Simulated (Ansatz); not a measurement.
Cubic perovskite KTaO3, treated with HSE06 (PAW; Ansatz, a quantum-chemistry and plane-wave program).

The run printed, among other lines:

```
WARN output.stress: scf.exx.energy_threshold = 1e-6 eV is looser than the 5e-8 eV advised for a stress under a hybrid functional (1e-8 eV for each atom of the …
Crystal: 5 atoms, lattice volume = 63.879 Å³
Basis set: ecut = 460 eV, 1365 PW (Γ), exchange–correlation on 60×60×60 points (8 copies of the dense FFT grid, shifted against one another)
Bands: 25, of which v1, the nominal top of the filled ones, is band 20 counted from 1 (19 counted from 0)
Symmetry: 48 space group operations
Space group: Pm-3m (ITA 221), of the structure as read, at distance tolerance 4.0e-5 Å
k-points: 20 of 216
SCF iter   1: F=—  HF=-13178.228219 eV  |F-HF|=—  |Δ(HF+E_count)|=         —  Δρ=3.64e-3  dr2=1.04e-2
SCF iter   2: F=—  HF=-13178.227904 eV  |F-HF|=—  |Δ(HF+E_count)|=   3.14e-4  Δρ=3.46e-3  dr2=7.01e-3
  ...
Crystal: 5 atoms, lattice volume = 63.879 Å³
Initial density: handed on by an earlier stage of this run
Crystal: 5 atoms, lattice volume = 63.879 Å³
SCF iter   5: F=—  HF=-13179.122626 eV  |F-HF|=—  |Δ(HF+E_count)|=   9.19e-9  Δρ=1.98e-6  dr2=2.70e-9
SCF iter   6: F=-13179.122626 eV  HF=-13179.122626 eV  |F-HF|=1.82e-12  |Δ(HF+E_count)|=  7.59e-10  Δρ=1.09e-7  dr2=1.31e-11
SCF 3 converged in 6 iterations: F = -13179.122626 eV  dr2 = 1.31e-11
Free energy (F): -13179.122626 eV
Internal energy: -13179.122626 eV  (E = F + TS)
E sigma→0 (E₀):  -13179.122626 eV
Fermi energy:    9.390131 eV
--- Forces (eV/Å), atoms counted from 1 ---
  atom   1  K     -0.00000000    -0.00000000     0.00000000
  atom   2  Ta     0.00000000    -0.00000000    -0.00000000
  atom   3  O      0.00000000    -0.00000000     0.00000000
  atom   4  O      0.00000000     0.00000000     0.00000000
  atom   5  O      0.00000000     0.00000000     0.00000000
--- Stress (GPa, compression-positive) ---
       -1.758491      -0.000000       0.000000
       -0.000000      -1.758491       0.000000
        0.000000       0.000000      -1.758491
  P = ⅓ Tr σ = -1.7585 GPa (-17.585 kbar)
```

Problem. Write an input file that could have produced this run (the log leaves some choices open).

Solution. One answer among several that fit: 
Ansatz 0.2 input:
```yaml
crystal:
  lattice:
    - [3.9974837567, 0.0, 0.0]
    - [0.0, 3.9974837567, 0.0]
    - [0.0, 0.0, 3.9974837567]
  atoms:
    - { symbol: K, position: [0.0, 0.0, 0.0] }
    - { symbol: Ta, position: [0.5, 0.5, 0.5] }
    - { symbol: O, position: [0.5, 0.0, 0.5] }
    - { symbol: O, position: [0.0, 0.5, 0.5] }
    - { symbol: O, position: [0.5, 0.5, 0.0] }
basis:
  ecutwfc: 460
  ecutrho_ratio: 4
  xc_grid: 2
kpoints:
  mp_grid: { grid: [6, 6, 6] }
hamiltonian:
  xc: hse06
  dispersion: none
  pseudopotentials: { kind: paw }
scf:
  occupations: { method: fermi_dirac, width: 0.01 }
  convergence: { dr2_threshold: 0.0000000005 }
output:
  forces: true
  stress: true
  eigenvalues: true
```

The cell is one volume of an energy–volume scan, off the minimum.

The PAW data were made under PBE.
